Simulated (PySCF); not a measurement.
C2H4O2, SMILES COC=O (connectivity only; charge and spin as stated), charge +1, multiplicity 2. Atoms are numbered in the order given.

```xyz
8

C     -0.3851    -1.4571     0.0000
O      0.6958    -0.4231     0.0000
C      0.4562     0.8142     0.0000
O     -0.6900     1.3443     0.0000
H     -0.9754    -1.3224    -0.9150
H      0.1687    -2.3993     0.0000
H     -0.9754    -1.3224     0.9150
H      1.3089     1.5317     0.0000
```
Charge +1, spin multiplicity 2.

The structure is a stationary point at TPSSh-D3(BJ)/def2-SVP. The multiplicity is an assumed one; other spin states were not compared. Other conformers were not sampled.

Level of theory: PBE/def2-TZVPD (PySCF).

Mulliken values depend strongly on the basis, most of all with diffuse functions as here. ESP charges are fitted to the potential on shells at 1.4 to 2.0 van der Waals radii. Atomic charges (e):

```json
[
 {"atom": "C1", "Mulliken": "-0.48", "ESP fit": "-0.27", "meta-Löwdin": "-0.15", "Mulliken spin": "0.02"},
 {"atom": "O2", "Mulliken": "-0.03", "ESP fit": "-0.09", "meta-Löwdin": "-0.12", "Mulliken spin": "0.07"},
 {"atom": "C3", "Mulliken": "0.32", "ESP fit": "0.43", "meta-Löwdin": "0.45", "Mulliken spin": "-0.05"},
 {"atom": "O4", "Mulliken": "0.04", "ESP fit": "0.03", "meta-Löwdin": "0.04", "Mulliken spin": "0.90"},
 {"atom": "H5", "Mulliken": "0.31", "ESP fit": "0.22", "meta-Löwdin": "0.17", "Mulliken spin": "0.00"},
 {"atom": "H6", "Mulliken": "0.22", "ESP fit": "0.24", "meta-Löwdin": "0.20", "Mulliken spin": "0.00"},
 {"atom": "H7", "Mulliken": "0.31", "ESP fit": "0.22", "meta-Löwdin": "0.17", "Mulliken spin": "0.00"},
 {"atom": "H8", "Mulliken": "0.32", "ESP fit": "0.23", "meta-Löwdin": "0.24", "Mulliken spin": "0.07"}
]
```
